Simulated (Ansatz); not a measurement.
Consider the isomerisation: `CNNC` → `CC(N)N`.

Program: Ansatz. Geometries: PBE0-D4/def2-TZVP. ΔE: electronic, gas phase. CCSD(T)/CBS adds triple-zeta CCSD(T) − MP2 to the extrapolated MP2 energy (def2 sets, frozen cores). Each species was taken in one conformer, which may not be the lowest.

| species | HF/def2-QZVPP energy (Eh) |
| --- | --- |
| `CNNC` | -189.31986 |
| `CC(N)N` | -189.37422 |

(1) Work out ΔE.

Largest T1 diagnostic among the species: 0.009.

Results:

(1) ΔE = (-189.37422) − (-189.31986) = -0.05436 Eh = -34.1 kcal/mol. CCSD(T)/CBS gives -35.4 kcal/mol.

In def2-TZVPP, CCSD(T) changes the Hartree–Fock value by −1.0 kcal/mol (the triples alone add +0.0 kcal/mol) and MP2 by −2.6 kcal/mol. Leaving LDA and LC-ωPBE aside and taking each functional with its dispersion term where it has one, the values, not all of them listed here, spread over 3.8 kcal/mol, from PBE-QIDH to BLYP-D4. LDA lies −0.8 kcal/mol from PBE without D4.
